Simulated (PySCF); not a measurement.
Constitutional and geometric isomers with formula C3H4. All species are isolated molecules in the gas phase. Strings in code marks are SMILES.

The numbers are results of PBE-D3(BJ)/def2-TZVP // PBE0-D3(BJ)/def2-TZVP run with PySCF, not measurements. 

| species | dipole moment (D) | HOMO–LUMO gap (eV) | HOMO (eV) |
|---|---|---|---|
| `C#CC` | 0.86 | 6.76 | -6.48 |
| `C=C=C` | 0.00 | 5.85 | -6.55 |
| `C1=CC1` | 0.49 | 5.12 | -6.08 |
